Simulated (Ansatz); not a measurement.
# Elastic constant C11 of zinc-blende CdTe at several levels of theory

No measured value is used here.

Put these levels in order of the elastic constant C11 that they give for zinc-blende CdTe, smallest first: LDA (Ansatz, an electronic-structure program), PBE (Ansatz), r²SCAN (Ansatz).

PBE (46.1 GPa), r²SCAN (51.5 GPa), LDA (58.5 GPa)

Unless a cell is named, each level is at its own relaxed cell (LDA 32.90, PBE 36.22, r²SCAN 35.25 Å³/atom).

Each level is taken at its own relaxed cell. Cutoffs differ between the levels. Ansatz's density-functional and Hartree–Fock values are scalar-relativistic unless marked +SOC, with PAW data made under PBE.
